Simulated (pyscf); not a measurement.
Substitution at C: `[C]#[N]` [doublet] + `[CH4]` -> `[CH3][C]#[N]` + `[H]` [doublet]

Gas phase, doublet surface, charge 0. Bonds broken: C3–H4. Bonds formed: C1–C3. Single points on ωB97X-D3(BJ)/def2-SVP structures (PySCF, gas phase). MP2 and CC: frozen core, UHF for open shells. ΔMP2 is the change of the MP2 total energy from the triple- to the quadruple-zeta basis.

Transition state (Å):

```xyz
7

C      1.4875     0.4929     0.1179
N      2.3283     1.0759    -0.4305
C      0.1798    -0.4167     0.9699
H     -0.7736    -1.0807     1.5907
H      0.8712    -1.2415     1.1954
H     -0.4276    -0.4441     0.0536
H      0.0492     0.4031     1.6910
```

One imaginary mode, 1297i cm⁻¹; descent along it reached the two sides named.

| bond | change | reactant side (Å) | saddle | product side |
|---|---|---|---|---|
| C3–H4 | breaks | 1.100 | 1.317 | 3.7 |
| C1–C3 | forms | 3.0 | 1.806 | 1.465 |

Electronic energies relative to the separated reactants (kcal/mol):

| level | barrier | reaction energy | reverse barrier |
|---|---|---|---|
| ωB97X-D3(BJ)/def2-TZVP | 22.1 | -22.2 | 44.3 |
| PBE/def2-TZVP | 17.6 | -18.4 | 36.0 |
| r²SCAN/def2-TZVP | 19.7 | -16.4 | 36.1 |
| B3LYP-D3(BJ)/def2-TZVP | 21.5 | -17.4 | 38.9 |
| PBE0-D3(BJ)/def2-TZVP | 18.5 | -22.3 | 40.8 |
| M06-2X/def2-TZVP | 22.1 | -20.9 | 43.0 |
| ωB97M-D3(BJ)/def2-TZVP | 21.5 | -21.8 | 43.3 |
| HF/def2-TZVP | 43.3 | -15.7 | 59.0 |
| MP2/def2-QZVPP | 14.4 | -42.9 | 57.3 |
| CCSD/def2-TZVPP | 30.2 | -14.9 | 45.2 |
| CCSD(T)/def2-TZVPP | 28.2 | -15.2 | 43.4 |
| CCSD(T)/def2-TZVPP + ΔMP2(QZVPP) | 27.2 | -16.1 | 43.3 |

With CCSD(T)/def2-TZVPP + ΔMP2(QZVPP) energies and thermal terms (ideal gas, 1 atm, RRHO with modes under 100 cm⁻¹ raised to 100, one conformer, R ln 2 for rigid chiral ones), in kcal/mol:

| T (K) | ΔH‡ | ΔG‡ | ΔH | ΔG |
|---|---|---|---|---|
| 298 | 24.5 | 33.0 | -18.9 | -16.6 |
| 600 | 24.9 | 41.5 | -18.0 | -14.7 |
| 900 | 25.5 | 49.6 | -16.9 | -13.2 |
| 1200 | 26.2 | 57.6 | -15.9 | -12.2 |

One saddle was located; it need not be the lowest between these sides. The angle at the attacked C is 180°. The CCSD(T) − MP2 part came from Ansatz, without density fitting, on the same reference. An open-shell T1 diagnostic exceeds 0.045. A UHF reference is spin-contaminated (<S²> up to 1.14), which harms MP2 most.
